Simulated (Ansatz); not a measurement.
bcc Nb, treated with PBEsol (PAW; Ansatz, an electronic-structure program).

A relaxed, unreconstructed slab of the (211) face has 12 atoms, two equal faces of 13.119 Å² each and an energy of -53941.1426 eV. A bulk cell of 6 atoms with the same orientation and in-plane k mesh has -26972.7253 eV. Energies are extrapolated to zero smearing.

Numerical settings: plane-wave cutoff 500 eV, 12×20×1 k mesh (along the axes of the cell as run), Fermi–Dirac smearing 0.1 eV, scalar-relativistic PAW data made under PBE.

Worked out: γ = (E_slab − N E_bulk per atom)/2A = [-53941.1426 − 12 × (-26972.7253/6)]/(2 × 13.119) = 0.1642 eV/Å². With 16.022 J/m² per eV/Å² this is 2.63 J/m², or 2.15 eV per surface cell and face.
